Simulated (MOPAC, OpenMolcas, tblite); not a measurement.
**CH7BSi (SMILES CB[SiH3]): methods side by side**

The species is CH7BSi (10 atoms), meant as a singlet with charge 0. As SMILES, `CB[SiH3]`. Geometry: relaxed at PBE0-D4/def2-TZVP.

Quantity: the HOMO–LUMO gap, in eV. The values are calculated.

```csv
level,kind,program,value (eV),CPU time
PM3,semi-empirical,MOPAC,10.76,under 2 s
GFN2-xTB,semi-empirical,tblite,2.81,under 2 s
HF/6-311+G**,Hartree–Fock,OpenMolcas,12.17,39 s
SVWN5/6-311+G**,LDA,OpenMolcas,3.77,80 s
BLYP/6-311+G**,GGA,OpenMolcas,4.02,76 s
r2SCAN/6-311+G**,meta-GGA,OpenMolcas,4.53,1.8 min
PBE0/6-311+G**,global hybrid,OpenMolcas,6.13,1.7 min
B2PLYP/6-311+G**,double hybrid,OpenMolcas,8.59,73 s
```

The values span 2.81 to 12.17 eV. Orbital gaps aren't excitation energies, and those of double hybrids come from the SCF part alone; they tend to grow with the share of exact exchange. CPU times are rough (shared hosts, several kinds of processor): they show what a rung costs within a factor of a few.
